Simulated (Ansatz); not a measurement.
**CHAl (singlet): the correlation ladder at angle C2–Al1–H3 = 73.9°, 6-31G**

How much of the correlation energy of CHAl (singlet) does each wave-function method recover here?

Program: Ansatz 0.2.0, Gaussian basis. Level of theory: 6-31G, core rule «outside noble gas», up to 6 orbitals frozen. These are calculated values, not measurements.

Plan: UHF; CCSD(T) on RHF; CCSD(T) on UHF; BCCD(T) on RHF; CISD; CCSDT(Q) on RHF; CCSDT(Q) on UHF; CCSDTQ on RHF; CCSDTQ on UHF; CASSCF and MRCISD+Q, 2 electrons in 2 orbitals; CASSCF and NEVPT2, 2 electrons in 2 orbitals; CASSCF and MRCISD+Q, 8 electrons in 9 orbitals; CASSCF and NEVPT2, 8 electrons in 9 orbitals; Full CI.

16 further runs of the same task are left out: 1 for a mislabelled method, 2 for a known fault of the program, 11 that didn't finish, 2 set aside as unsound or not needed.

## (1) What is computed

The geometry derives from a PBE0/def2-TZVP stationary point (not a proven minimum). One angle is set to the value named; bond lengths are kept.

3 atoms, charge 0, spin multiplicity 1.

Atoms are counted from 1 here; the program's logs count them from 0.

Bond lengths: Al1–C2 1.924 Å, Al1–H3 1.591 Å. Angles: C2–Al1–H3 73.9°.

As a file:

```
Al   -0.4936    0.0000    0.3231
C     1.0436    0.0000   -0.8332
H     0.7779    0.0000    1.2795
```

## (2) UHF

The input, in.yaml:

```yaml
crystal:
  periodic: [false, false, false]
  atoms:
    - {symbol: Al, position_ang: [-0.493613, 0.000000, 0.323087]}
    - {symbol: C, position_ang: [1.043596, 0.000000, -0.833180]}
    - {symbol: H, position_ang: [0.777940, 0.000000, 1.279532]}
basis:
  gaussian: {orbitals: 6-31G}
magnetization: {spin_polarized: true, initial_magnetization: 0}
hamiltonian: {xc: hf}
output: {orbitals: {seedname: orbitals}}
```

Launch:

```sh
> ansatz run in.yaml --threads 1 --pin off --events-out ev --progress --plain --max-ram 2393MiB
```

After this run come: CCSD(T) on RHF; CCSD(T) on UHF; BCCD(T) on RHF; CISD; CCSDT(Q) on RHF; CCSDT(Q) on UHF; CCSDTQ on RHF; CCSDTQ on UHF; CASSCF and MRCISD+Q, 2 electrons in 2 orbitals; CASSCF and NEVPT2, 2 electrons in 2 orbitals; CASSCF and MRCISD+Q, 8 electrons in 9 orbitals; CASSCF and NEVPT2, 8 electrons in 9 orbitals; Full CI.

Before running them: what should the planned runs give, taken together? Wanted: FCI below the RHF energy; RMP2 from FCI; RCCSD from FCI; RCCSD(T) from FCI; RCCSDT(Q) from FCI; NEVPT2 pair from FCI; MRCISD+Q pair from FCI; NEVPT2 valence from FCI; T1 diagnostic.

As calculated:

| quantity | value |
| --- | --- |
| FCI below the RHF energy | -4.9668 eV |
| RMP2 from FCI | +39.59 kcal/mol |
| RCCSD from FCI | +10.00 kcal/mol |
| RCCSD(T) from FCI | +1.31 kcal/mol |
| RCCSDT(Q) from FCI | -0.40 kcal/mol |
| NEVPT2 pair from FCI | +31.65 kcal/mol |
| MRCISD+Q pair from FCI | +6.87 kcal/mol |
| NEVPT2 valence from FCI | +5.69 kcal/mol |
| levels within 1 kcal/mol (43 meV) | RCCSDT(Q), RCCSDTQ, MRCISD valence, MRCISD+Q valence |
| T1 diagnostic | 0.106 |
| effectively unpaired electrons | 0.76 |

In words: RCCSD(T) misses by +1.31 kcal/mol, 1.1 % of the correlation energy. RCCSDT(Q) falls below full CI, which methods that aren't variational can do. The occupations show some static correlation. Of the multireference levels listed MRCISD+Q valence comes nearest in total energy (+0.51 kcal/mol), which doesn't show that its space is the better one. Coupled cluster took another determinant than the lowest Hartree-Fock one. These misses are within one basis, not against nature.
